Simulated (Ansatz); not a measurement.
**HF with CH3Cl: superposition error and deformation**

Aim: split the binding of a pair into the counterpoise interaction, the basis-set superposition error and the cost of deforming the fragments.

Computed with Ansatz 0.2.0, Gaussian basis. Level: PBE0-D4 structures, single points in def2-TZVPPD.

Levels: PBE-D4, revPBE-D4, BLYP-D4, r2SCAN-D4, B97M-V, PBE0-D4, B3LYP-D4, HSE06-D4, wB97X-V, wB97M-V, B2PLYP, Hartree-Fock, MP2, CCSD, CCSD(T).

Cores are frozen in the correlated methods. B3LYP uses VWN-RPA correlation. B2PLYP carries no dispersion term here.

23 further runs of the same task are left out: 23 set aside as unsound or not needed.

### Step 1. Where the work starts

The relaxed pair: 7 atoms, charge 0, spin multiplicity 1.

Atoms are counted from 1 here; the program's logs count them from 0.

Bond lengths: F1–H2 0.932 Å, C3–Cl4 1.783 Å, C3–H5 1.087 Å, C3–H6 1.087 Å, C3–H7 1.087 Å. Angles: Cl4–C3–H5 108.0°, Cl4–C3–H6 108.1°, Cl4–C3–H7 108.0°, H5–C3–H6 110.9°, H5–C3–H7 110.8°, H6–C3–H7 110.9°.

Coordinates:

```xyz
7

F    -0.2433   -0.3946   -2.4018
H     0.4461   -0.1785   -1.8130
C    -0.1769    0.0991    0.9143
Cl    1.3940    0.2771    0.0905
H    -0.0794   -0.6876    1.6574
H    -0.9215   -0.1635    0.1673
H    -0.4189    1.0480    1.3853
```

Atoms 1 to 2 are fragment A (HF), the rest fragment B (CH3Cl). From earlier runs, pair energy (eV) and counterpoise interaction (kcal/mol):

```tsv
method	E(pair)	interaction
PBE-D4	-16334.99168	-5.58
revPBE-D4	-16341.00550	-4.61
BLYP-D4	-16343.42051	-4.86
r2SCAN-D4	-16341.49575	-5.59
B97M-V	-16339.87659	-5.09
PBE0-D4	-16336.17434	-5.33
B3LYP-D4	-16344.96319	-5.03
HSE06-D4	-16335.77538	-5.32
wB97X-V	-16341.06935	-4.99
wB97M-V	-16342.03218	-4.95
B2PLYP	-16338.19368	-4.30
MP2	-16323.13235	-4.27
CCSD(T)	-16324.64421	-4.17
```

First each fragment is run alone in its own basis, frozen in the shape it has in the pair (a, b).

### Step 2. CCSD(T)/def2-TZVPPD

The input, a/in.yaml:

```yaml
crystal:
  periodic: [false, false, false]
  atoms:
    - {symbol: F, position_ang: [-0.243289, -0.394613, -2.401835]}
    - {symbol: H, position_ang: [0.446095, -0.178523, -1.813044]}
basis:
  gaussian: {orbitals: "def2-TZVPPD.json"}
correlation: {method: ccsd_t}
```

The input, b/in.yaml:

```yaml
crystal:
  periodic: [false, false, false]
  atoms:
    - {symbol: C, position_ang: [-0.176913, 0.099144, 0.914307]}
    - {symbol: Cl, position_ang: [1.394009, 0.277096, 0.090537]}
    - {symbol: H, position_ang: [-0.079392, -0.687603, 1.657443]}
    - {symbol: H, position_ang: [-0.921514, -0.163519, 0.167309]}
    - {symbol: H, position_ang: [-0.418896, 1.048017, 1.385283]}
basis:
  gaussian: {orbitals: "def2-TZVPPD.json"}
correlation: {method: ccsd_t}
```

The basis file named in the input lies beside it (Basis Set Exchange, JSON).

No record of the launch command was kept for these runs.

Log of a:

```text
Functional definition: HF
  name "HF"
  cite "Fock, Z. Phys. 61, 126 (1930) doi:10.1007/BF01340294"
  parent pbe
  exchange = exact_x
  correlation = 0
354 factors; integrals over basis functions are off by at most 1.2e-3 eV
mean field evaluation 1: about -2721.9593 eV, gradient 2.5e1 eV
mean field evaluation 2: about -2721.9594 eV, gradient 2.5e1 eV
mean field evaluation 4: about -2722.9136 eV, gradient 1.2e0 eV
mean field evaluation 8: about -2722.9186 eV, gradient 5.9e-5 eV
mean field evaluation 16: about -2722.9181 eV, gradient 3.5e-1 eV
mean field -2722.91863599 eV, -100.0654142122 hartree, gradient 1.7e-6 eV, S^2 0.000000; 0 other end points of the search recorded, 0 dependent functions left out
1 core orbitals not correlated: weight in the atoms' cores, before any rotation towards them, 1.000 or more for the frozen orbitals, at most 0.000 for the correlated occupied ones
reference -2722.91863599 eV, -100.0654142122 hartree; 4, 4 occupied and 52, 52 virtual orbitals, 354 factors
second order -7.45118178 eV of doubles, -0.00000000 eV of singles
cycle   1  -7.35410359 eV  change    9.7e-2 eV  update   4.7e-2
cycle   2  -7.47653395 eV  change   -1.2e-1 eV  update   1.3e-2
cycle   3  -7.50788423 eV  change   -3.1e-2 eV  update   5.8e-3
cycle   4  -7.50354081 eV  change    4.3e-3 eV  update   9.8e-4
cycle   5  -7.50318347 eV  change    3.6e-4 eV  update   3.1e-4
cycle   6  -7.50329163 eV  change   -1.1e-4 eV  update   7.3e-5
cycle   7  -7.50327426 eV  change    1.7e-5 eV  update   2.1e-5
cycle   8  -7.50326495 eV  change    9.3e-6 eV  update   5.8e-6
cycle   9  -7.50326297 eV  change    2.0e-6 eV  update   1.5e-6
perturbative correction -0.18670224 eV, -0.0068611807 hartree
Total energy: -2730.60860120 eV, -100.3480152212 hartree
```

b printed:

```text
Functional definition: HF
  name "HF"
  cite "Fock, Z. Phys. 61, 126 (1930) doi:10.1007/BF01340294"
  parent pbe
  exchange = exact_x
  correlation = 0
789 factors; integrals over basis functions are off by at most 8.3e-4 eV
mean field evaluation 1: about -13581.6957 eV, gradient 1.5e1 eV
mean field evaluation 2: about -13581.6959 eV, gradient 1.5e1 eV
mean field evaluation 4: about -13582.3341 eV, gradient 1.3e0 eV
mean field evaluation 8: about -13582.3409 eV, gradient 5.1e-5 eV
mean field evaluation 16: about -13582.3404 eV, gradient 4.0e-1 eV
mean field -13582.34094032 eV, -499.1418231156 hartree, gradient 2.7e-6 eV, S^2 0.000000; 0 other end points of the search recorded, 0 dependent functions left out
6 core orbitals not correlated: weight in the atoms' cores, before any rotation towards them, 1.000 or more for the frozen orbitals, at most 0.000 for the correlated occupied ones
reference -13582.34094032 eV, -499.1418231156 hartree; 7, 7 occupied and 126, 126 virtual orbitals, 789 factors
second order -10.21004450 eV of doubles, -0.00000000 eV of singles
cycle   1  -10.77034463 eV  change   -5.6e-1 eV  update   5.9e-2
cycle   2  -11.02126503 eV  change   -2.5e-1 eV  update   1.7e-2
cycle   3  -11.05504939 eV  change   -3.4e-2 eV  update   6.2e-3
cycle   4  -11.05339804 eV  change    1.7e-3 eV  update   1.4e-3
cycle   5  -11.05351088 eV  change   -1.1e-4 eV  update   4.3e-4
cycle   6  -11.05355687 eV  change   -4.6e-5 eV  update   1.2e-4
cycle   7  -11.05355933 eV  change   -2.5e-6 eV  update   3.9e-5
cycle   8  -11.05356982 eV  change   -1.0e-5 eV  update   1.3e-5
perturbative correction -0.43252241 eV, -0.0158949055 hartree
Total energy: -13593.82703255 eV, -499.5639292195 hartree
```

Times: 0.3 s (a), 7 s (b) on 2 threads, shared host; peak memory 0.73 GiB.

### Step 3. Relaxing HF alone

The input, relax-a/in.yaml:

```yaml
crystal:
  periodic: [false, false, false]
  atoms:
    - {symbol: F, position_ang: [-0.243289, -0.394613, -2.401835]}
    - {symbol: H, position_ang: [0.446095, -0.178523, -1.813044]}
basis:
  gaussian: {orbitals: def2-TZVP}
hamiltonian: {xc: pbe0, dispersion: d4}
relax: {f_tol: 0.005, max_steps: 200}
```

Output:

```text
Functional definition: PBE0
  name "PBE0"
  cite "Adamo & Barone, J. Chem. Phys. 110, 6158 (1999) doi:10.1063/1.478522"
  cite "Perdew, Burke & Ernzerhof, Phys. Rev. Lett. 77, 3865 (1996) doi:10.1103/PhysRevLett.77.3865"
  parent pbe
  parameter a = 0.25
  parameter kappa = 0.804
  parameter beta = 0.06672455060314922
  exchange = (1 - a)*pbe_x(kappa = kappa, mu = beta*pi^2/3) + a*exact_x
  correlation = pbe_c(beta = beta)
200 factors; their error is unknown
mean field evaluation 1: about -2730.4170 eV, gradient 3.1e1 eV
mean field evaluation 2: about -2729.1169 eV, gradient 4.6e1 eV
mean field evaluation 4: about -2731.7848 eV, gradient 1.3e-1 eV
mean field evaluation 8: about -2731.7975 eV, gradient 1.2e-2 eV
mean field -2731.79748809 eV, -100.3917060086 hartree, gradient 6.9e-6 eV, S^2 0.000000; 0 other end points of the search recorded, 0 dependent functions left out
the calculation of the forces begins
reference -2731.79749671 eV, -100.3917063251 hartree; 5, 5 occupied and 32, 32 virtual orbitals, 200 factors
relax step   1: F+E_penalty+E_count = -2731.79900530 eV  Δ(F+E_penalty+E_count) = +0.000e0 eV  max|allowed force component| = 5.137e-1 eV/Å  Δτ_max = 0.0000 Å  (21 SCF iters, accepted)
these checks for a lower state are left out or cut short: starts, cluster_reference, orbital_swaps, neighbouring_geometries, increment
200 factors; their error is unknown
mean field evaluation 16: about -2731.7888 eV, gradient 1.0e-3 eV
mean field -2731.80151435 eV, -100.3918539707 hartree, gradient 2.5e-5 eV, S^2 0.000000; 0 other end points of the search recorded, 0 dependent functions left out
the calculation of the forces begins
reference -2731.80152282 eV, -100.3918542821 hartree; 5, 5 occupied and 32, 32 virtual orbitals, 200 factors
relax step   2: F+E_penalty+E_count = -2731.80302845 eV  Δ(F+E_penalty+E_count) = -4.023e-3 eV  max|allowed force component| = 1.101e-1 eV/Å  Δτ_max = 0.0047 Å  (25 SCF iters, accepted)
these checks for a lower state are left out or cut short: starts, cluster_reference, orbital_swaps, neighbouring_geometries, increment
200 factors; their error is unknown
mean field -2731.80169981 eV, -100.3918607864 hartree, gradient 2.5e-5 eV, S^2 0.000000; 0 other end points of the search recorded, 0 dependent functions left out
the calculation of the forces begins
reference -2731.80170825 eV, -100.3918610964 hartree; 5, 5 occupied and 32, 32 virtual orbitals, 200 factors
relax step   3: F+E_penalty+E_count = -2731.80321308 eV  Δ(F+E_penalty+E_count) = -1.846e-4 eV  max|allowed force component| = 3.474e-3 eV/Å  Δτ_max = 0.0013 Å  (25 SCF iters, accepted)
200 factors; their error is unknown
mean field evaluation 32: about -2731.7890 eV, gradient 2.0e-5 eV
mean field -2731.80169981 eV, -100.3918607864 hartree, gradient 2.5e-5 eV, S^2 0.000000; 1 other end points of the search recorded, 0 dependent functions left out
the calculation of the forces begins
reference -2731.80170825 eV, -100.3918610964 hartree; 5, 5 occupied and 32, 32 virtual orbitals, 200 factors
Total energy: -2731.80322152 eV, -100.3919167080 hartree
Atom 0 at    -0.238843    -0.393219    -2.398038 Å, force    -0.003474    -0.001089    -0.002967 eV/Å
Atom 1 at     0.441649    -0.179917    -1.816841 Å, force     0.003474     0.001089     0.002967 eV/Å
Dipole moment:     0.296465     0.092928     0.253205 e Å
```

It took 0.6 s on 2 threads, shared host; peak memory 0.08 GiB.

Relaxation path:

```tsv
step	energy from step 1 (eV)	largest force component (eV/Å)
1	0.0000	0.5137
2	-0.0040	0.1101
3	-0.0042	0.0035
```

The bond:

```tsv
bond	before (Å)	after (Å)	change (Å)
F1–H2	0.932	0.920	-0.012
```

### Step 4. Relaxing CH3Cl alone

The input, relax-b/in.yaml:

```yaml
crystal:
  periodic: [false, false, false]
  atoms:
    - {symbol: C, position_ang: [-0.176913, 0.099144, 0.914307]}
    - {symbol: Cl, position_ang: [1.394009, 0.277096, 0.090537]}
    - {symbol: H, position_ang: [-0.079392, -0.687603, 1.657443]}
    - {symbol: H, position_ang: [-0.921514, -0.163519, 0.167309]}
    - {symbol: H, position_ang: [-0.418896, 1.048017, 1.385283]}
basis:
  gaussian: {orbitals: def2-TZVP}
hamiltonian: {xc: pbe0, dispersion: d4}
relax: {f_tol: 0.005, max_steps: 200}
```

Output:

```text
Functional definition: PBE0
  name "PBE0"
  cite "Adamo & Barone, J. Chem. Phys. 110, 6158 (1999) doi:10.1063/1.478522"
  cite "Perdew, Burke & Ernzerhof, Phys. Rev. Lett. 77, 3865 (1996) doi:10.1103/PhysRevLett.77.3865"
  parent pbe
  parameter a = 0.25
  parameter kappa = 0.804
  parameter beta = 0.06672455060314922
  exchange = (1 - a)*pbe_x(kappa = kappa, mu = beta*pi^2/3) + a*exact_x
  correlation = pbe_c(beta = beta)
580 factors; their error is unknown
mean field evaluation 1: about -13601.1107 eV, gradient 3.5e1 eV
mean field evaluation 2: about -13599.9250 eV, gradient 4.0e1 eV
mean field evaluation 4: about -13603.8913 eV, gradient 7.8e-1 eV
mean field evaluation 8: about -13603.9230 eV, gradient 2.4e-1 eV
mean field -13603.92311941 eV, -499.9349535682 hartree, gradient 5.6e-5 eV, S^2 0.000000; 0 other end points of the search recorded, 0 dependent functions left out
the calculation of the forces begins
reference -13603.92314043 eV, -499.9349543405 hartree; 13, 13 occupied and 73, 73 virtual orbitals, 580 factors
relax step   1: F+E_penalty+E_count = -13603.96414296 eV  Δ(F+E_penalty+E_count) = +0.000e0 eV  max|allowed force component| = 2.473e-1 eV/Å  Δτ_max = 0.0000 Å  (23 SCF iters, accepted)
these checks for a lower state are left out or cut short: starts, cluster_reference, orbital_swaps, neighbouring_geometries, increment
580 factors; their error is unknown
mean field evaluation 16: about -13603.8928 eV, gradient 3.5e-1 eV
mean field -13603.92411580 eV, -499.9349901845 hartree, gradient 1.1e-5 eV, S^2 0.000000; 0 other end points of the search recorded, 0 dependent functions left out
the calculation of the forces begins
reference -13603.92413681 eV, -499.9349909569 hartree; 13, 13 occupied and 73, 73 virtual orbitals, 580 factors
relax step   2: F+E_penalty+E_count = -13603.96514721 eV  Δ(F+E_penalty+E_count) = -1.004e-3 eV  max|allowed force component| = 1.488e-1 eV/Å  Δτ_max = 0.0043 Å  (29 SCF iters, accepted)
these checks for a lower state are left out or cut short: starts, cluster_reference, orbital_swaps, neighbouring_geometries, increment
580 factors; their error is unknown
mean field -13603.92412414 eV, -499.9349904913 hartree, gradient 1.1e-5 eV, S^2 0.000000; 0 other end points of the search recorded, 0 dependent functions left out
the calculation of the forces begins
reference -13603.92414518 eV, -499.9349912642 hartree; 13, 13 occupied and 73, 73 virtual orbitals, 580 factors
relax step   3: F+E_penalty+E_count = -13603.96518380 eV  Δ(F+E_penalty+E_count) = -3.659e-5 eV  max|allowed force component| = 1.310e-1 eV/Å  Δτ_max = 0.0079 Å  (28 SCF iters, accepted)
these checks for a lower state are left out or cut short: starts, cluster_reference, orbital_swaps, neighbouring_geometries, increment
580 factors; their error is unknown
mean field evaluation 32: about -13603.9245 eV, gradient 2.5e-1 eV
mean field -13603.92462108 eV, -499.9350087536 hartree, gradient 1.1e-5 eV, S^2 0.000000; 0 other end points of the search recorded, 0 dependent functions left out
the calculation of the forces begins
reference -13603.92464211 eV, -499.9350095263 hartree; 13, 13 occupied and 73, 73 virtual orbitals, 580 factors
relax step   4: F+E_penalty+E_count = -13603.96566856 eV  Δ(F+E_penalty+E_count) = -4.848e-4 eV  max|allowed force component| = 2.166e-3 eV/Å  Δτ_max = 0.0056 Å  (29 SCF iters, accepted)
580 factors; their error is unknown
mean field -13603.92462108 eV, -499.9350087536 hartree, gradient 1.1e-5 eV, S^2 0.000000; 1 other end points of the search recorded, 0 dependent functions left out
the calculation of the forces begins
reference -13603.92464211 eV, -499.9350095263 hartree; 13, 13 occupied and 73, 73 virtual orbitals, 580 factors
Total energy: -13603.96568958 eV, -499.9365179930 hartree
Atom 0 at    -0.169089     0.100069     0.910413 Å, force    -0.002166    -0.000248     0.001540 eV/Å
Atom 1 at     1.393054     0.276977     0.090684 Å, force    -0.000729    -0.000097     0.000139 eV/Å
Atom 2 at    -0.083073    -0.685936     1.656989 Å, force     0.001099    -0.000416    -0.000153 eV/Å
Atom 3 at    -0.922047    -0.163067     0.171226 Å, force     0.000897    -0.000004    -0.001185 eV/Å
Atom 4 at    -0.421552     1.045093     1.385566 Å, force     0.000900     0.000765    -0.000341 eV/Å
Dipole moment:    -0.351868    -0.039848     0.184650 e Å
```

Run time: 4 s. Hardware: 2 threads, shared host; peak memory 0.13 GiB.

Step by step:

```tsv
step	energy from step 1 (eV)	largest force component (eV/Å)
1	0.0000	0.2473
2	-0.0010	0.1488
3	-0.0010	0.1310
4	-0.0015	0.0022
```

Close pairs (by a distance rule), those that changed most:

```tsv
bond	before (Å)	after (Å)	change (Å)
C1–Cl2	1.783	1.773	-0.010
C1–H3	1.087	1.087	+0.001
C1–H5	1.087	1.087	+0.001
C1–H4	1.087	1.087	+0.001
```

### Step 5. CCSD(T)/def2-TZVPPD

The input, free-a/in.yaml:

```yaml
crystal:
  periodic: [false, false, false]
  atoms:
    - {symbol: F, position_ang: [-0.238843, -0.393219, -2.398038]}
    - {symbol: H, position_ang: [0.441649, -0.179917, -1.816841]}
basis:
  gaussian: {orbitals: "def2-TZVPPD.json"}
correlation: {method: ccsd_t}
```

The input, free-b/in.yaml:

```yaml
crystal:
  periodic: [false, false, false]
  atoms:
    - {symbol: C, position_ang: [-0.169089, 0.100069, 0.910413]}
    - {symbol: Cl, position_ang: [1.393054, 0.276977, 0.090684]}
    - {symbol: H, position_ang: [-0.083073, -0.685936, 1.656989]}
    - {symbol: H, position_ang: [-0.922047, -0.163067, 0.171226]}
    - {symbol: H, position_ang: [-0.421552, 1.045093, 1.385566]}
basis:
  gaussian: {orbitals: "def2-TZVPPD.json"}
correlation: {method: ccsd_t}
```

Log of free-a:

```text
Functional definition: HF
  name "HF"
  cite "Fock, Z. Phys. 61, 126 (1930) doi:10.1007/BF01340294"
  parent pbe
  exchange = exact_x
  correlation = 0
352 factors; integrals over basis functions are off by at most 1.1e-3 eV
mean field evaluation 1: about -2721.9951 eV, gradient 2.5e1 eV
mean field evaluation 2: about -2721.9952 eV, gradient 2.5e1 eV
mean field evaluation 4: about -2722.9355 eV, gradient 1.2e0 eV
mean field evaluation 8: about -2722.9401 eV, gradient 4.8e-5 eV
mean field evaluation 16: about -2722.9396 eV, gradient 3.4e-1 eV
mean field -2722.94009620 eV, -100.0662028601 hartree, gradient 1.6e-6 eV, S^2 0.000000; 0 other end points of the search recorded, 0 dependent functions left out
1 core orbitals not correlated: weight in the atoms' cores, before any rotation towards them, 1.000 or more for the frozen orbitals, at most 0.000 for the correlated occupied ones
reference -2722.94009620 eV, -100.0662028601 hartree; 4, 4 occupied and 52, 52 virtual orbitals, 352 factors
second order -7.43396814 eV of doubles, -0.00000000 eV of singles
cycle   1  -7.34224776 eV  change    9.2e-2 eV  update   4.7e-2
cycle   2  -7.46254236 eV  change   -1.2e-1 eV  update   1.2e-2
cycle   3  -7.49309677 eV  change   -3.1e-2 eV  update   5.7e-3
cycle   4  -7.48886517 eV  change    4.2e-3 eV  update   9.6e-4
cycle   5  -7.48850547 eV  change    3.6e-4 eV  update   3.1e-4
cycle   6  -7.48861013 eV  change   -1.0e-4 eV  update   7.2e-5
cycle   7  -7.48859296 eV  change    1.7e-5 eV  update   2.1e-5
cycle   8  -7.48858353 eV  change    9.4e-6 eV  update   5.7e-6
cycle   9  -7.48858172 eV  change    1.8e-6 eV  update   1.5e-6
perturbative correction -0.18477591 eV, -0.0067903896 hartree
Total energy: -2730.61345383 eV, -100.3481935519 hartree
```

Log of free-b:

```text
Functional definition: HF
  name "HF"
  cite "Fock, Z. Phys. 61, 126 (1930) doi:10.1007/BF01340294"
  parent pbe
  exchange = exact_x
  correlation = 0
789 factors; integrals over basis functions are off by at most 8.6e-4 eV
mean field evaluation 1: about -13581.6945 eV, gradient 1.5e1 eV
mean field evaluation 2: about -13581.6947 eV, gradient 1.5e1 eV
mean field evaluation 4: about -13582.3330 eV, gradient 1.4e0 eV
mean field evaluation 8: about -13582.3399 eV, gradient 5.1e-5 eV
mean field evaluation 16: about -13582.3393 eV, gradient 4.1e-1 eV
mean field -13582.33991180 eV, -499.1417853181 hartree, gradient 2.8e-6 eV, S^2 0.000000; 0 other end points of the search recorded, 0 dependent functions left out
6 core orbitals not correlated: weight in the atoms' cores, before any rotation towards them, 1.000 or more for the frozen orbitals, at most 0.000 for the correlated occupied ones
reference -13582.33991180 eV, -499.1417853181 hartree; 7, 7 occupied and 126, 126 virtual orbitals, 789 factors
second order -10.21186472 eV of doubles, -0.00000000 eV of singles
cycle   1  -10.77187670 eV  change   -5.6e-1 eV  update   5.9e-2
cycle   2  -11.02256180 eV  change   -2.5e-1 eV  update   1.7e-2
cycle   3  -11.05574051 eV  change   -3.3e-2 eV  update   6.0e-3
cycle   4  -11.05415824 eV  change    1.6e-3 eV  update   1.4e-3
cycle   5  -11.05426238 eV  change   -1.0e-4 eV  update   4.1e-4
cycle   6  -11.05430738 eV  change   -4.5e-5 eV  update   1.2e-4
cycle   7  -11.05430996 eV  change   -2.6e-6 eV  update   3.7e-5
cycle   8  -11.05431978 eV  change   -9.8e-6 eV  update   1.2e-5
perturbative correction -0.43161993 eV, -0.0158617398 hartree
Total energy: -13593.82585152 eV, -499.5638858171 hartree
```

Wall times: 0.3 s (free-a), 7 s (free-b) on 2 threads, shared host; peak memory 0.73 GiB.

### Step 6. The split

```tsv
method	interaction with counterpoise (kcal/mol)	without	superposition error	deformation	binding energy
PBE-D4	-5.58	-5.65	0.07	-0.10	-5.68
revPBE-D4	-4.61	-4.67	0.06	-0.13	-4.73
BLYP-D4	-4.86	-4.93	0.07	-0.23	-5.09
r2SCAN-D4	-5.59	-5.65	0.05	0.05	-5.54
B97M-V	-5.09	-5.13	0.04	0.17	-4.92
PBE0-D4	-5.33	-5.39	0.06	0.15	-5.18
B3LYP-D4	-5.03	-5.09	0.06	0.00	-5.03
HSE06-D4	-5.32	-5.37	0.06	0.15	-5.17
wB97X-V	-4.99	-5.05	0.06	0.10	-4.89
wB97M-V	-4.95	-5.01	0.06	0.08	-4.87
B2PLYP	-4.30	-4.52	0.22	0.05	-4.25
Hartree-Fock	-2.49	-2.54	0.05	0.47	-2.02
MP2	-4.27	-4.88	0.61	0.12	-4.16
CCSD	-3.83	-4.40	0.57	0.15	-3.68
CCSD(T)	-4.17	-4.81	0.64	0.08	-4.09
```

### Step 7. Outcome

| quantity | value |
| --- | --- |
| interaction, CCSD(T) | -4.17 kcal/mol |
| superposition error | 0.64 kcal/mol |
| deformation | 0.08 kcal/mol |
| binding energy | -4.09 kcal/mol |

In this basis the superposition error is 0.64 kcal/mol for CCSD(T) and 0.06 kcal/mol on average for the plain functionals: correlated methods borrow far more, since they need many more functions to converge. Deformation takes back 2 % of the interaction. The free shapes are PBE0-D4 minima, so other methods can show a small negative deformation energy.
